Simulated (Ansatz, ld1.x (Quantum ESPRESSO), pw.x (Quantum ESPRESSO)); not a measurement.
**Equation-of-state test of one PAW potential (titanium (Ti))**

```
Element                 : Ti (Z = 22)
Generator               : ld1.x (Quantum ESPRESSO) 7.5
Type                    : PAW
Functional              : LDA (PW92)
Relativity              : scalar-relativistic
Frozen core             : [Ar]
Valence charge          : 4
Reference configuration : 3d2 4s2 4p0
Partial waves           : 4s (bound): rcut 2.85, rcutus 3.10 bohr; 4s channel at 3.55 Ry: rcut 2.85, rcutus 3.10 bohr; 4p (bound, empty): rcut 2.95, rcutus 3.60 bohr; 4p channel at 0.9 Ry: rcut 2.95, rcutus 3.60 bohr; 3d (bound): rcut 2.65, rcutus 2.95 bohr; 3d channel at 0.25 Ry: rcut 2.65, rcutus 2.95 bohr
Local potential         : all-electron potential smoothed inside 2.20 bohr (lloc = -1)
Core correction         : none
Augmentation charge     : BESSEL, radius 2.55 bohr
```

Atomic tests: cutoffs needed: 8 Ry and 12 Ry (the cutoffs (Ry, on a coarse ladder) from which the occupation-weighted sum of valence levels, in a spherical-Bessel basis at the reference potential, stays within 10 and 1 mRy of its value at 400 Ry); ghost test: no extra level below or beside the all-electron valence levels (s, p, d, f tested) (spherical-Bessel basis up to 400 Ry, 20 bohr box); configuration tests: test run stopped at test 5 of 9 (negative rho), 1 before it not solved.

Crystal test: bcc Ti in pw.x 7.5, no spin, 15³ k-points, Fermi–Dirac smearing 0.01 Ry, cutoffs 40/320 Ry. The reference is all-electron LAPW (Ansatz 0.2.0) with the same functional, mesh and smearing; V0 and B0 come from Birch–Murnaghan fits to the pressures at five volumes. Errors are pseudo minus all-electron; Δ is the rms difference of the E(V) curves that follow from these fits, minima aligned, over ±6 % about the mean V0. Mesh and smearing are coarse, so the numbers serve the comparison and aren't converged zero-temperature values; the lattice is a test structure that the element need not adopt.

All-electron: a0 = 3.173 Å (V0 = 15.97 Å³/atom), B0 = 117.6 GPa.

Task: How far does the potential miss the all-electron equation of state?

Result: mean pressure error (GPa): -2.00; a0 (Å): 3.154; a0 error (%): -0.59; B0 error (%): -3.3; Δ (meV/atom): 7.2. The largest radius (3.60 bohr) exceeds half the bond length (2.59 bohr), so the spheres overlap, which is one possible source of error among others. This is a poor potential for the solid. Atomic configuration tests: test run stopped at test 5 of 9 (negative rho), 1 before it not solved.

```csv
V (Å³/atom),P all-electron (GPa),P pseudo (GPa)
15.124,6.96,4.40
15.522,3.47,1.21
15.920,0.34,-1.65
16.318,-2.48,-4.22
16.716,-5.00,-6.46
```

Task: At the middle volume, how do free energy and pressure move when the wave cutoff is lowered (ecutrho held at 320 Ry)?

Result:

```json
{"cutoff (Ry)": "18", "shift of F (meV/atom)": "+98.6", "shift of P (GPa)": "-4.11"}
{"cutoff (Ry)": "24", "shift of F (meV/atom)": "+43.0", "shift of P (GPa)": "-0.14"}
{"cutoff (Ry)": "32", "shift of F (meV/atom)": "+2.4", "shift of P (GPa)": "+0.14"}
```

The run at the middle volume (120 k-points, 11 iterations) took about 11 s on one core of a shared host (Neoverse-V2, 96 threads, 742 GiB, load 52).
